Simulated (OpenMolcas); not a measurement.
## NF3 (nitrogen trifluoride): the dipole moment, rung by rung

NF3: 4 atoms, total charge 0, spin state singlet. As SMILES, `FN(F)F`. Geometry: relaxed at PBE0-D4/def2-TZVP.

Quantity: the dipole moment, in D. The values are calculated.

| level | kind | program | value (D) | CPU time |
| --- | --- | --- | --- | --- |
| SVWN5/cc-pVTZ | LDA | OpenMolcas | 0.01 | 33 s |
| BLYP/cc-pVTZ | GGA | OpenMolcas | 0.05 | 41 s |
| revPBE/cc-pVTZ | GGA | OpenMolcas | 0.03 | 39 s |
| M06-L/cc-pVTZ | meta-GGA | OpenMolcas | 0.12 | 60 s |
| r2SCAN/cc-pVTZ | meta-GGA | OpenMolcas | 0.09 | 48 s |
| B3LYP/cc-pVTZ | global hybrid | OpenMolcas | 0.12 | 39 s |
| M06-2X/cc-pVTZ | hybrid meta-GGA | OpenMolcas | ? | 54 s |
| PBE0/cc-pVTZ | global hybrid | OpenMolcas | 0.12 | 38 s |

Question: Estimate what the levels marked ? give.

Answer: As computed at these levels: M06-2X/cc-pVTZ: 0.20 D. Measured: 0.23 D (NIST CCCBDB). Nearest: M06-2X/cc-pVTZ (-0.03 D); farthest: SVWN5/cc-pVTZ (-0.22 D). The measured dipole is a vibrational average, so differences of a few hundredths of a debye mean little. Computed less measured by kind, in D (cc-pVTZ rows): LDA -0.22; GGA -0.20 to -0.18; meta-GGA -0.14 to -0.11; global hybrid -0.11 to -0.03. Magnitudes only: a small dipole may point the other way at some levels. CPU times are rough (shared hosts, several kinds of processor): they show what a rung costs within a factor of a few.
